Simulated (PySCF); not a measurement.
Boranylsilane, BH5Si.
InChI=1S/BH5Si/c1-2/h1H2,2H3

Method: EOM-IP-CCSD/aug-cc-pVDZ in PySCF, restricted Hartree–Fock reference, 6 core orbitals frozen, non-relativistic, gas phase, PBE0-D3(BJ)/def2-SVP geometry.

Hartree–Fock orbital energies give these Koopmans values (eV): HOMO 11.38, HOMO-1 12.60, HOMO-2 12.95, HOMO-3 13.91, HOMO-4 17.77, HOMO-5 20.37.

Problem. What vertical ionisation energies does EOM-IP-CCSD give?

Solution. 
| leading hole (HF orbital) | Koopmans (eV) | EOM-IP-CCSD (eV) | change (eV) | one-hole share |
| --- | --- | --- | --- | --- |
| HOMO | 11.38 | 10.87 | -0.51 | 0.95 |
| HOMO-1 | 12.60 | 12.01 | -0.59 | 0.95 |
| HOMO-2 | 12.95 | 12.38 | -0.57 | 0.94 |
| HOMO-3 | 13.91 | 13.24 | -0.67 | 0.94 |
| HOMO-4 | 17.77 | 16.56 | -1.21 | 0.89 |
| HOMO-5 | 20.37 | 18.40 | -1.97 | 0.80 |

Problem. Does the order of the lines follow the orbital energies?

Solution. Yes, no two lines change places. The corrections run from -1.97 to -0.51 eV, with a mean of -0.92 eV over the 6 lines; no line lies above its Koopmans value.

Problem. At what kinetic energies would He I light (21.22 eV) eject these electrons?

Solution. 10.35 eV (HOMO), 9.21 eV (HOMO-1), 8.84 eV (HOMO-2), 7.98 eV (HOMO-3), 4.66 eV (HOMO-4), 2.82 eV (HOMO-5).

Problem. What total energy has the lowest final state, and which wavelength reaches it?

Solution. E(CCSD) + ionisation energy = -316.72523 + 0.39935 = -316.32588 Eh, at the geometry of the initial state. The threshold wavelength is 1239.84 eV nm/10.87 eV = 114.1 nm.

One root was sought for each valence orbital with −ε under 21 eV, eight at most, so deeper holes and satellites are missing; no vibrational structure.
